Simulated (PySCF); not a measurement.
## Spin-Hamiltonian simulation

Molecule: `O=C/C(F)=C\F`, C3H2F2O.

Geometry:
```json
{"atom": "O1", "x (Å)": "-1.603", "y (Å)": "-1.232", "z (Å)": "-0.122"}
{"atom": "C2", "x (Å)": "-1.298", "y (Å)": "-0.079", "z (Å)": "-0.013"}
{"atom": "C3", "x (Å)": "0.083", "y (Å)": "0.434", "z (Å)": "0.038"}
{"atom": "F4", "x (Å)": "0.177", "y (Å)": "1.772", "z (Å)": "0.163"}
{"atom": "C5", "x (Å)": "1.227", "y (Å)": "-0.255", "z (Å)": "-0.025"}
{"atom": "F6", "x (Å)": "1.256", "y (Å)": "-1.567", "z (Å)": "-0.148"}
{"atom": "H7", "x (Å)": "-2.041", "y (Å)": "0.735", "z (Å)": "0.063"}
{"atom": "H8", "x (Å)": "2.208", "y (Å)": "0.201", "z (Å)": "0.019"}
```

Level of theory: geometry from GFN2-xTB, σ from GIAO-PBE0/pcSseg-1, couplings computed with B3LYP/pcJ-1, in PySCF 2.14.0 with density-fitted response routines (non-relativistic Hamiltonian, isolated molecule, single conformer).

δ = σ(ref) − σ, references computed at the same level: ¹H (σ = 31.72 ppm) vs TMS.

The 4-spin Hamiltonian (Zeeman plus full scalar coupling among like nuclei) was diagonalised exactly; lines are Lorentzian, 0.5 Hz wide, and the maxima above 3 % are listed with the tallest set to 100.

Peak list at 600 MHz for the spins F4/F6/H7/H8:
Hz from δ = 0 (height): 5931.6 (66), 5930.5 (68), 5929.0 (73), 5928.1 (100), 5928.0 (100), 5927.1 (73), 5925.6 (68), 5924.5 (66), 4558.3 (63), 4555.9 (66), 4554.9 (66), 4552.5 (62), 4483.5 (62), 4481.1 (66), 4480.1 (66), 4477.7 (62)

Q: Extract the chemical shifts and coupling constants behind this pattern (give the signs of the calculation).

A: 
Shifts (ppm): F4 -190.9, F6 -146.6, H7 9.88, H8 7.53.
Couplings (Hz): F4–F6: -161.0; F4–H7: 1.1; F4–H8: 2.4; F6–H7: -2.6; F6–H8: 74.8; H7–H8: 3.4.
These are the parameters used. A line list fixes at most the relative signs, and those only where coupling is strong; other parameter sets or atom labellings may fit too, and couplings well below the line width leave little trace.
